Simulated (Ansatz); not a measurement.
# The cluster TaO2 (doublet): reading failed and doubtful runs

Aim: try 3 inputs for the cluster TaO2 (doublet) as typed, read how each ends, and find what has to change.

Method: the settings change from run to run; program: Ansatz 0.2.0, Gaussian basis.

### Step 1. The geometry

The geometry comes from an earlier relaxation with PBE0-D4 in a triple-zeta def2 set; it is a stationary point. Ta takes a core potential in def2 sets; no spin-orbit term is included.

3 atoms, charge 0, spin multiplicity 2.

Atoms are counted from 1 here; the program's logs count them from 0.

Bond lengths: Ta1–O2 1.719 Å, Ta1–O3 1.719 Å. Angles: O2–Ta1–O3 105.4°.

### Step 2. Input 1

Input file in.yaml:

```yaml
crystal:
  periodic: [false, false, false]
  atoms:
    - {symbol: Ta, position_ang: [0.675371, -0.153704, -0.047427]}
    - {symbol: O, position_ang: [-0.628407, -1.250092, 0.184179]}
    - {symbol: O, position_ang: [-0.046964, 1.403796, -0.136762]}
basis:
  gaussian: {orbitals: def2-SVPD, fitting: {mean_field: cc-pVTZ-jkfit}}
total_charge: 1
hamiltonian: {xc: {name: HF}}
correlation: {method: mp2}
output: {forces: true}
```

Run with:

```bash
$ ansatz run in.yaml --threads 4 --pin off --events-out ev --progress --plain --max-ram 3916MiB
```

The program printed:

```text
Functional definition: HF
  name "HF"
  cite "Fock, Z. Phys. 61, 126 (1930) doi:10.1007/BF01340294"
  parent pbe
  exchange = exact_x
  correlation = 0
Error: <dir> the basis set cc-pVTZ-JKFIT has no functions for Ta
```

Run time: 0.05 s. Hardware: 4 threads of Arm Neoverse V1, shared host.

**Diagnosis.** The program refused the input. The fitting set named has no entry for an element of this molecule. Cure: leave the fitting key out, or name a set that covers all elements and suits the basis. The input also asks for charge 1 and multiplicity 1, not those of the species named; set them back first.

### Step 3. Input 2

Input file in.yaml:

```yaml
crystal:
  periodic: [false, false, false]
  atoms:
    - {symbol: Ta, position_ang: [0.704146, -0.143201, -0.075929]}
    - {symbol: O, position_ang: [-0.660099, -1.245535, 0.141095]}
    - {symbol: O, position_ang: [-0.056629, 1.364419, -0.107049]}
basis:
  gaussian: {orbitals: def2-SVP}
magnetization: {spin_polarized: true, initial_magnetization: 7}
hamiltonian: {xc: {name: PBE}}
scf: {lower_state_search: off}
output: {forces: true}
```

Same command.

The program printed (excerpt; [...] marks lines left out):

```text
Functional definition: PBE
  name "PBE"
  cite "Perdew, Burke & Ernzerhof, Phys. Rev. Lett. 77, 3865 (1996) doi:10.1103/PhysRevLett.77.3865"
  parent pbe
[...]
590 factors; their error is unknown
[...]
mean field -5623.49028075 eV, -206.6594560789 hartree, gradient 1.3e-6 eV, S^2 15.755968; 0 other end points of the search recorded, 0 dependent functions left out
[...]
reference -5623.49032423 eV, -206.6594576766 hartree; 18, 11 occupied and 42, 49 virtual orbitals, 590 factors
Total energy: -5623.49032423 eV, -206.6594576766 hartree
Atom 0 at     0.704146    -0.143201    -0.075929 Å, force    17.694889    -7.092966    -1.281464 eV/Å
Atom 1 at    -0.660099    -1.245535     0.141095 Å, force   -10.211719    -8.900360     1.671012 eV/Å
Atom 2 at    -0.056629     1.364419    -0.107049 Å, force    -7.483170    15.993326    -0.389548 eV/Å
Dipole moment:    -0.796564     0.099579     0.073438 e Å
Checks for a lower state left out: stability, starts, cluster_reference, orbital_swaps, neighbouring_geometries, increment
```

Wall time 2.2 s (4 threads of Arm Neoverse V1, shared host).

Diagnosis: It ended without an error, which proves nothing about the input. The spin is set far too high for this molecule. Its coordinates are also moved off the relaxed structure (shortest distance 1.69 Å, against 1.72 Å), and have to be restored too. It asks for 7 unpaired electrons; the ground state has 1. Its energy belongs to an excited spin state, not the ground state. To mend it, set initial_magnetization back to that of the ground state.

### Step 4. Input 3

Input file in.yaml:

```yaml
crystal:
  periodic: [false, false, false]
  atoms:
    - {symbol: Ta, position_ang: [0.675371, -0.153704, -0.047427]}
    - {symbol: O, position_ang: [-0.628407, -1.250092, 0.184179]}
    - {symbol: O, position_ang: [-0.046964, 1.403796, -0.136762]}
basis:
  gaussian: {orbitals: def2-mTZVP, fitting: {mean_field: cc-pVTZ-jkfit}}
total_charge: -1
magnetization: {spin_polarized: true, initial_magnetization: 4}
hamiltonian: {xc: {name: wB97}, pseudopotentials: {relativity: none}}
scf: {lower_state_search: light}
```

The command is unchanged.

The program printed:

```text
Functional definition: wB97
  name "wB97"
  cite "Chai & Head-Gordon, J. Chem. Phys. 128, 084106 (2008) doi:10.1063/1.2834918"
  cite "Becke, J. Chem. Phys. 107, 8554 (1997) doi:10.1063/1.475007"
  parameter omega = 0.4/bohr
  parameter cx1 = 1.13116
  parameter cx2 = -2.74915
  parameter cx3 = 12.0900
  parameter cx4 = -5.71642
  parameter css1 = -2.55352
  parameter css2 = 11.8926
  parameter css3 = -26.9452
  parameter css4 = 17.0927
  parameter cos1 = 3.99051
  parameter cos2 = -17.0066
  parameter cos3 = 1.07292
  parameter cos4 = 8.88211
  # The coefficients of nought are those of the uniform gas.
  exchange = spin_sum(e_x_unif_sr(omega)*poly(b97_u_x, 1, cx1, cx2, cx3, cx4)) + exact_x_lr(omega)
  correlation = spin_sum(e_c_pw_same_spin*poly(b97_u_same, 1, css1, css2, css3, css4))
      + integral(e_c_pw_opposite_spin*poly(b97_u_opposite, 1, cos1, cos2, cos3, cos4))
Error: <dir> the basis set cc-pVTZ-JKFIT has no functions for Ta
```

Run time: 0.1 s. Hardware: 4 threads of Arm Neoverse V1, shared host.

What is wrong: The program refused the input. The fitting set named has no entry for an element of this molecule. Cure: leave the fitting key out, or name a set that covers all elements and suits the basis. The input also asks for charge -1 and multiplicity 5, not those of the species named; set them back first.

### Step 5. How the tries ended

| input | level | ended | cause | time |
| --- | --- | --- | --- | --- |
| 1 | MP2/def2-SVPD | refused | the fitting set named has no entry for an element of this molecule | 0.05 s |
| 2 | PBE/def2-SVP | converged | the spin is set far too high for this molecule | 2.2 s |
| 3 | wB97/def2-mTZVP | refused | the fitting set named has no entry for an element of this molecule | 0.1 s |

In words: 2 refused, 1 converged. A refusal costs next to no computing time. The dangerous case is the input that converges on a wrong geometry, charge, spin, basis or grid: often only a look at the input shows it.
